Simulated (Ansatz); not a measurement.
Two isomers of C3H5NO: A = `C=C(O)C=N`, B = `N/C=C/C=O`.

Program: Ansatz. Geometries: PBE0-D4/def2-TZVP. ΔE: electronic, gas phase. CCSD(T)/CBS is the MP2 limit (def2-TZVPP, def2-QZVPP) plus CCSD(T) − MP2 in def2-TZVPP, frozen cores. Functionals use def2-TZVPP. One conformer a species, not always the lowest.

A:

Z-matrix (Å, degrees):
```
C
C 1 1.335
H 1 1.081 2 119.4
H 1 1.082 2 121.7 3 -180.0
O 2 1.340 1 123.8 3 -180.0
C 2 1.465 1 121.6 3 0.0
H 5 0.976 2 105.3 1 -180.0
N 6 1.268 2 117.7 1 180.0
H 6 1.093 2 117.1 1 -0.0
H 8 1.016 6 113.1 2 -180.0
```

B:

Z-matrix (Å, degrees):
```
N
C 1 1.346
H 1 1.004 2 121.0
H 1 1.001 2 121.2 3 178.2
C 2 1.350 1 127.1 3 0.8
H 2 1.088 1 114.4 3 -179.3
C 5 1.440 2 119.2 1 179.8
H 5 1.085 2 122.3 1 -0.2
O 7 1.211 5 125.8 2 180.0
H 7 1.116 5 114.0 2 -0.0
```

Problem. Which isomer does CCSD(T)/CBS put lower? Give the gap. (An estimate is asked.)

Solution. Computed: B, by 19.1 kJ/mol.

Problem. Give E(B) − E(A) in kJ/mol with B2PLYP, PBE0-D4, PBE-D4, r2SCAN-D4, CCSD(T)/def2-SVP, CCSD/def2-TZVPP, LDA (SPW92). (An estimate is asked.)

Solution. The calculation gave: B2PLYP -33.1, PBE0-D4 -34.4, PBE-D4 -36.0, r2SCAN-D4 -35.6, CCSD(T)/def2-SVP -23.7, CCSD/def2-TZVPP -19.8, LDA (SPW92) -30.0. None reverses the order clearly.

Problem. Does the order hold for the free energy at 298.15 K (harmonic terms from PBE0-D4)? (Estimate.)

Solution. The calculation gave: Yes: G(B) − G(A) = -27.2 kJ/mol, for one conformer each. Modes under 60 cm⁻¹, often nearly free rotors, make the harmonic entropy too high.

Largest T1 diagnostic: 0.016.

From BLYP to BHLYP (50 % exact exchange), in def2-TZVPP and without D4, E(B) − E(A) moves by +3.9 kJ/mol. At CCSD(T), def2-SVP lies −4.6 kJ/mol from the extrapolated value and def2-TZVPP +1.1 kJ/mol.
